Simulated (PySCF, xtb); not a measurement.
CH₆Si, SMILES C[SiH3].

Harmonic wavenumbers (cm⁻¹) from GFN2-xTB (xtb 6.7.1) at its own minimum, in rising order: 161, 510, 511, 747, 788, 789, 799, 836, 836, 1374, 1491, 1492, 2252, 2253, 2260, 3033, 3034, 3038.

Task: What does PBE-D3(BJ)/def2-TZVP (PySCF 2.14.0) give at its own minimum? (The exact figures need the calculation; the answer reports its results.)

Result: 193, 500, 500, 684, 854, 854, 901, 921, 921, 1236, 1411, 1411, 2157, 2162, 2162, 2979, 3061, 3061. Paired by order, the mean absolute difference is 67 cm⁻¹ and the zero-point energies are 37.5 and 37.1 kcal/mol.
